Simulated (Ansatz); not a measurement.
B₂H₄N, SMILES `B[N]B` radical. The species carries charge 0 and has multiplicity 2.

Cartesian coordinates in Å:
```
B -0.425 0.962 -0.870
N 0.006 0.004 0.002
B 0.427 -0.960 0.870
H 0.011 2.081 -0.797
H -1.241 0.684 -1.709
H -0.025 -2.073 0.794
H 1.248 -0.697 1.709
```

What are the harmonic wavenumbers in cm⁻¹ at PBE0-D4/def2-TZVP (Ansatz, finite differences of forces, unscaled)? (Estimate.)

Computed: 127, 167, 226, 735, 871, 940, 966, 970, 1137, 1185, 1547, 2517, 2527, 2586, 2590.

Is this a minimum?

Yes, all 15 modes are real.

Give the ideal-gas thermochemistry at 298.15 K and 1 bar (rigid rotor, harmonic oscillator; point group D2h, symmetry number 4).

Zero-point energy 114.2 kJ/mol; H(298) − E = 129.8 kJ/mol; entropy 271.9 J/(mol·K), of which translation 154.8, rotation 76.9, vibration 34.5, electronic 5.8; G(298) − E = 48.7 kJ/mol.

And at 400, 500, 600, 800 and 1000 K?


```tsv
T (K)	H − E (kJ/mol)	S (J/mol/K)	G − E (kJ/mol)
400	137.5	294.1	19.9
500	146.2	313.6	-10.5
600	155.9	331.2	-42.8
800	177.6	362.3	-112.2
1000	201.7	389.1	-187.4
```

Rotational constants (cm⁻¹)?

3.844, 0.302, 0.28.
